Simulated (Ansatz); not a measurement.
C$_{2}$H$_{5}$NO, SMILES `C/C=N/O` from Hartree–Fock to CCSD(T)

Cartesian coordinates in Å:
```
C -0.793 -0.162 1.078
C -0.143 0.269 -0.184
N 0.903 -0.316 -0.592
O 1.362 0.223 -1.782
H -1.824 -0.477 0.893
H -0.243 -0.990 1.526
H -0.835 0.666 1.793
H -0.570 1.092 -0.762
H 2.143 -0.305 -1.970
```

Charge 0, multiplicity 1. The structure was optimised at the PBE0-D4/def2-TZVP level. It is one conformer, not always the lowest. Frozen core, restricted reference, Ansatz. CBS rows extrapolate triple and quadruple zeta; past MP2 they add the triple-zeta difference.

| basis | HF (Eh) | MP2 corr. | CCSD corr. | (T) | CCSD(T) total |
| --- | --- | --- | --- | --- | --- |
| def2-SVP | ? | ? | -0.66415 | -0.02094 | ? |
| def2-TZVPP | -207.97648 | -0.77897 | ? | ? | ? |
| def2-QZVPP | -207.98619 | -0.83411 | – | – | – |
| CBS(def2) | -207.98753 | -0.87494 | -0.90030 | as TZ | -208.92210 |

Fill in the withheld values. (An estimate is asked.)

Computed: def2-SVP HF (Eh): -207.72871; def2-SVP MP2 corr.: -0.62780; def2-SVP CCSD(T) total: -208.41380; def2-TZVPP CCSD corr.: -0.80433; def2-TZVPP (T): -0.03427; def2-TZVPP CCSD(T) total: -208.81508.
